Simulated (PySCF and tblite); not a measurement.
Results of a calculation; reference values are marked as such.
C5H7F, numbered as in [CH:1]#[C:2][CH2:3][CH2:4][CH2:5][F:6].

Search: ETKDG, MMFF94s, GFN2-xTB, 90 starts; geometries at GFN2-xTB. Free energies are B3LYP-D3(BJ)/def2-TZVP single points with GFN2-xTB rigid-rotor and vibrational terms (modes under about 100 cm⁻¹ blended into free rotors). Symmetry numbers and mirror images are counted. Conformers within 3 kcal/mol (GFN2-xTB free energy) were kept, 5 at most. GIAO shieldings: PBE0/pcSseg-1. Shifts are against TMS (¹H), TMS (¹³C), CFCl3 (¹⁹F) at the same level. Codes: tblite and PySCF.

(1) Predict the averaged NMR shifts at 298.15 K.

(2) How do the conformers differ?

(3) Which signal moves most, for its nucleus, between 200 and 400 K through the change of populations alone?

Unscaled ¹⁹F shifts at such levels can be off by tens of ppm; differences between conformers or isomers are more reliable. Shifts are unscaled: against experiment ¹³C can be off by 15 ppm or more and ¹H by 0.8 ppm.

Answers

(1) ¹H: 4.88 (H5, 2H), 2.46 (H3, 2H), 1.82 (H4, 2H), 1.39 (H1, 1H) ppm. ¹³C: 88.4 (C2), 85.3 (C5), 75.5 (C1), 34.9 (C4), 17.0 (C3) ppm. ¹⁹F: -252.5 (F6) ppm.

(2) Torsions listed: C2–C3–C4–C5, C3–C4–C5–F6. Of a mirror pair one member is shown.
```json
{"conformer": "1", "shape": "67°, 68°", "weight %": "46.1"}
{"conformer": "2", "shape": "179°, -65°", "weight %": "31.9"}
{"conformer": "3", "shape": "64°, 180°", "weight %": "16.5"}
{"conformer": "4", "shape": "180°, 180°", "weight %": "5.2"}
{"conformer": "5", "shape": "64°, -77°", "weight %": "0.4"}
```

| signal | 1 | 2 | 3 | 4 | 5 | average |
| --- | --- | --- | --- | --- | --- | --- |
| H1 | 1.37 | 1.38 | 1.45 | 1.41 | 1.41 | 1.39 |
| H3 | 2.56 | 2.46 | 2.30 | 2.01 | 2.43 | 2.46 |
| H4 | 1.70 | 1.87 | 1.96 | 2.13 | 1.77 | 1.82 |
| H5 | 5.00 | 4.72 | 4.92 | 4.60 | 4.86 | 4.88 |
| C1 | 75.5 | 74.9 | 76.7 | 75.5 | 77.2 | 75.5 |
| C2 | 88.7 | 88.7 | 87.6 | 87.3 | 87.4 | 88.4 |
| C3 | 16.6 | 18.5 | 15.7 | 15.7 | 21.6 | 17.0 |
| C4 | 34.6 | 36.4 | 32.8 | 35.4 | 34.5 | 34.9 |
| C5 | 83.6 | 86.6 | 86.9 | 86.7 | 88.5 | 85.3 |
| F6 | -255.2 | -251.8 | -249.2 | -244.4 | -235.8 | -252.5 |

(3) H3: 2.49 ppm at 200 K, 2.47 ppm at 250 K, 2.46 ppm at 298.15 K, 2.45 ppm at 350 K, 2.44 ppm at 400 K.
